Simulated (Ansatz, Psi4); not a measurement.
**Worked example: the enthalpy of formation of H2 (hydrogen)**

H2: 2 atoms, total charge 0, spin state singlet. SMILES: `[H][H]`. The shape was relaxed beforehand at PBE0/def2-TZVP.

```
atom    x (Å)    y (Å)    z (Å)
   H   0.2932  -0.1207   0.1266
   H  -0.3665   0.0539  -0.1749
```

Total energies at CCSD(T)/CBS estimate (Psi4 1.11); the atoms run unrestricted:

| species | state | energy (Eh) |
| --- | --- | --- |
| H2 | singlet | -1.175391 |
| H | doublet | -0.500000 |

Harmonic wavenumbers at PBE0-D4/def2-TZVP, in cm⁻¹: 4415.

Measured heats of formation of the gaseous atoms at 298.15 K, in kJ/mol: H 218.0. Take 1 Eh = 2625.50 kJ/mol, 1 cm⁻¹ = 0.0119627 kJ/mol, RT = 2.479 kJ/mol.

Problem. What heat of formation follows?

Solution. 
1. Electronic atomisation energy: 2 × (-0.500000) − (-1.175391) = 0.175391 Eh = 460.5 kJ/mol.
2. Zero-point energy: half the sum of the wavenumbers, 2207.5 cm⁻¹ = 26.4 kJ/mol.
3. Thermal vibrational enthalpy, Σ hcν̃/(exp(hcν̃/kT) − 1): 0.0 kJ/mol. Translation, rotation and pV of a linear molecule: 3.5 RT = 8.7 kJ/mol.
4. The 2 free atoms carry 5/2 RT each: 12.4 kJ/mol.
5. Atomisation enthalpy at 298 K: 460.5 − 26.4 − 0.0 − 8.7 + 12.4 = 437.8 kJ/mol.
6. Sum of the atoms' heats of formation: 436.0 kJ/mol. Heat of formation: 436.0 − 437.8 = -1.8 kJ/mol.

The tabulated value is 0.0 kJ/mol (by definition, as the element's standard state), so this level is off by -1.8 kJ/mol, or 0.4 % of the atomisation enthalpy that the table implies (436.0 kJ/mol). Anharmonicity and any spin-orbit splitting of the molecule are left out, and so is core correlation.
